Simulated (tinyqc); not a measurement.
Inside a calculation. Method: CCSD on RHF in the sto-3g basis, frozen core, for H2F+, spin multiplicity 1. One step of it, computed by the program tinyqc.

Task: Iteration 1: building the Fock matrix. J_ij = sum D_kl (ij|kl), K_ij = sum D_kl (ik|jl); F = H + J - 0.5 K; E = tr D H + tr D J / 2 - 0.25 tr D K + E_nn.

D at the start, lower triangle:
```
            1F 1s      1F 2s    1F 2px     1F 2py     1F 2pz      2H 1s     3H 1s
1F 1s    2.127957
1F 2s   -0.550571   2.366077
1F 2px   0.000000   0.000000  2.000000
1F 2py   0.000000   0.000000  0.000000   2.185321
1F 2pz  -0.020369   0.115079  0.000000   0.000000   2.051999
2H 1s    0.052327  -0.220127  0.000000  -0.245047  -0.120675   0.053868
3H 1s    0.052327  -0.220127  0.000000   0.245047  -0.120675  -0.001088  0.053868
```

core Hamiltonian H = T + V (hartree), lower triangle:
```
             1F 1s       1F 2s     1F 2px     1F 2py     1F 2pz      2H 1s      3H 1s
1F 1s   -40.966805
1F 2s    -9.613806  -11.443613
1F 2px    0.000000    0.000000  -9.094378
1F 2py    0.000000    0.000000   0.000000  -9.199235
1F 2pz   -0.009939   -0.122962   0.000000   0.000000  -9.128530
2H 1s    -1.228348   -2.918840   0.000000  -1.756806  -1.030050  -4.895666
3H 1s    -1.228348   -2.918840   0.000000   1.756806  -1.030050  -0.860539  -4.895666
```

Two-electron integrals (ij|kl) in chemists' order, unique and non-zero (hartree):
```
(11|11) 5.403501    (21|11) 0.841920    (21|21) 0.156299    (22|11) 1.268028
(22|21) 0.292344    (22|22) 0.926167    (31|31) 0.027998    (32|31) 0.043169
(32|32) 0.204588    (33|11) 1.264502    (33|21) 0.292403    (33|22) 0.925959
(33|33) 0.997514    (41|41) 0.027998    (42|41) 0.043169    (42|42) 0.204588
(43|43) 0.053770    (44|11) 1.264502    (44|21) 0.292403    (44|22) 0.925959
(44|33) 0.889973    (44|44) 0.997514    (51|51) 0.027998    (52|51) 0.043169
(52|52) 0.204588    (53|53) 0.053770    (54|54) 0.053770    (55|11) 1.264502
(55|21) 0.292403    (55|22) 0.925959    (55|33) 0.889973    (55|44) 0.889973
(55|55) 0.997514    (61|11) 0.108044    (61|21) 0.019899    (61|22) 0.037021
(61|33) 0.036963    (61|41) 0.000703    (61|42) 0.001324    (61|44) 0.037098
(61|51) 0.000401    (61|52) 0.000756    (61|54) 0.000077    (61|55) 0.037007
(61|61) 0.002559    (62|11) 0.287220    (62|21) 0.067167    (62|22) 0.239025
(62|33) 0.235452    (62|41) 0.003976    (62|42) 0.031668    (62|44) 0.243359
(62|51) 0.002269    (62|52) 0.018073    (62|54) 0.004513    (62|55) 0.238027
(62|61) 0.008685    (62|62) 0.077401    (63|31) 0.006866    (63|32) 0.041310
(63|43) 0.006582    (63|53) 0.003757    (63|63) 0.011213    (64|11) 0.174715
(64|21) 0.041365    (64|22) 0.157575    (64|33) 0.150943    (64|41) 0.009001
(64|42) 0.060993    (64|44) 0.169048    (64|51) 0.001219    (64|52) 0.011233
(64|54) 0.006576    (64|55) 0.152552    (64|61) 0.005561    (64|62) 0.062655
(64|64) 0.061576    (65|11) 0.099709    (65|21) 0.023607    (65|22) 0.089927
(65|33) 0.086143    (65|41) 0.001219    (65|42) 0.011233    (65|44) 0.088962
(65|51) 0.007561    (65|52) 0.047721    (65|54) 0.008191    (65|55) 0.094574
(65|61) 0.003174    (65|62) 0.035757    (65|64) 0.028742    (65|65) 0.027616
(66|11) 0.461753    (66|21) 0.109734    (66|22) 0.451268    (66|33) 0.436532
(66|41) 0.007731    (66|42) 0.087706    (66|44) 0.469526    (66|51) 0.004412
(66|52) 0.050053    (66|54) 0.018830    (66|55) 0.447278    (66|61) 0.014262
(66|62) 0.192012    (66|64) 0.180943    (66|65) 0.103263    (66|66) 0.774606
(71|11) 0.108044    (71|21) 0.019899    (71|22) 0.037021    (71|33) 0.036963
(71|41) -0.000703   (71|42) -0.001324   (71|44) 0.037098    (71|51) 0.000401
(71|52) 0.000756    (71|54) -0.000077   (71|55) 0.037007    (71|61) 0.002522
(71|62) 0.008420    (71|64) 0.004979    (71|65) 0.003080    (71|66) 0.013729
(71|71) 0.002559    (72|11) 0.287220    (72|21) 0.067167    (72|22) 0.239025
(72|33) 0.235452    (72|41) -0.003976   (72|42) -0.031668   (72|44) 0.243359
(72|51) 0.002269    (72|52) 0.018073    (72|54) -0.004513   (72|55) 0.238027
(72|61) 0.008420    (72|62) 0.061322    (72|64) 0.034494    (72|65) 0.027391
(72|66) 0.121503    (72|71) 0.008685    (72|72) 0.077401    (73|31) 0.006866
(73|32) 0.041310    (73|43) -0.006582   (73|53) 0.003757    (73|63) 0.008523
(73|73) 0.011213    (74|11) -0.174715   (74|21) -0.041365   (74|22) -0.157575
(74|33) -0.150943   (74|41) 0.009001    (74|42) 0.060993    (74|44) -0.169048
(74|51) -0.001219   (74|52) -0.011233   (74|54) 0.006576    (74|55) -0.152552
(74|61) -0.004979   (74|62) -0.034494   (74|64) -0.011280   (74|65) -0.015136
(74|66) -0.063478   (74|71) -0.005561   (74|72) -0.062655   (74|74) 0.061576
(75|11) 0.099709    (75|21) 0.023607    (75|22) 0.089927    (75|33) 0.086143
(75|41) -0.001219   (75|42) -0.011233   (75|44) 0.088962    (75|51) 0.007561
(75|52) 0.047721    (75|54) -0.008191   (75|55) 0.094574    (75|61) 0.003080
(75|62) 0.027391    (75|64) 0.015136    (75|65) 0.020617    (75|66) 0.059554
(75|71) 0.003174    (75|72) 0.035757    (75|74) -0.028742   (75|75) 0.027616
(76|11) 0.078371    (76|21) 0.018505    (76|22) 0.071916    (76|33) 0.070667
(76|44) 0.072207    (76|51) 0.000998    (76|52) 0.009679    (76|55) 0.072798
(76|61) 0.002364    (76|62) 0.023000    (76|64) 0.016408    (76|65) 0.012175
(76|66) 0.061156    (76|71) 0.002364    (76|72) 0.023000    (76|74) -0.016408
(76|75) 0.012175    (76|76) 0.008638    (77|11) 0.461753    (77|21) 0.109734
(77|22) 0.451268    (77|33) 0.436532    (77|41) -0.007731   (77|42) -0.087706
(77|44) 0.469526    (77|51) 0.004412    (77|52) 0.050053    (77|54) -0.018830
(77|55) 0.447278    (77|61) 0.013729    (77|62) 0.121503    (77|64) 0.063478
(77|65) 0.059554    (77|66) 0.270001    (77|71) 0.014262    (77|72) 0.192012
(77|74) -0.180943   (77|75) 0.103263    (77|76) 0.061156    (77|77) 0.774606
```

nuclear repulsion = 8.74731161 hartree

Give: Coulomb J; exchange K; Fock matrix F; total energy of this density.

Result:

Coulomb J (hartree), lower triangle:
```
          1F 1s   1F 2s  1F 2px   1F 2py  1F 2pz   2H 1s   3H 1s
1F 1s   21.0586
1F 2s    4.0398  9.9912
1F 2px   0.0000  0.0000  9.9836
1F 2py   0.0000  0.0000  0.0000   9.9810
1F 2pz   0.0025  0.0009  0.0000   0.0000  9.9824
2H 1s    0.5145  2.4927  0.0000   1.6111  0.9188  4.5197
3H 1s    0.5145  2.4927  0.0000  -1.6111  0.9188  0.7321  4.5197
```

exchange K (hartree), lower triangle:
```
          1F 1s   1F 2s  1F 2px   1F 2py  1F 2pz   2H 1s   3H 1s
1F 1s   11.1203
1F 2s    1.9522  3.2502
1F 2px   0.0000  0.0000  2.6770
1F 2py   0.0000  0.0000  0.0000   2.6798
1F 2pz   0.0010  0.0055  0.0000   0.0000  2.6769
2H 1s    0.2636  0.7064  0.0000   0.3394  0.1930  0.2414
3H 1s    0.2636  0.7064  0.0000  -0.3394  0.1930  0.1322  0.2414
```

Fock matrix F (hartree), lower triangle:
```
           1F 1s    1F 2s   1F 2px   1F 2py   1F 2pz    2H 1s    3H 1s
1F 1s   -25.4683
1F 2s    -6.5501  -3.0775
1F 2px    0.0000   0.0000  -0.4493
1F 2py    0.0000   0.0000   0.0000  -0.5581
1F 2pz   -0.0079  -0.1248   0.0000   0.0000  -0.4845
2H 1s    -0.8456  -0.7793   0.0000  -0.3154  -0.2077  -0.4966
3H 1s    -0.8456  -0.7793   0.0000   0.3154  -0.2077  -0.1945  -0.4966
```

total energy of this density = -97.878125 hartree
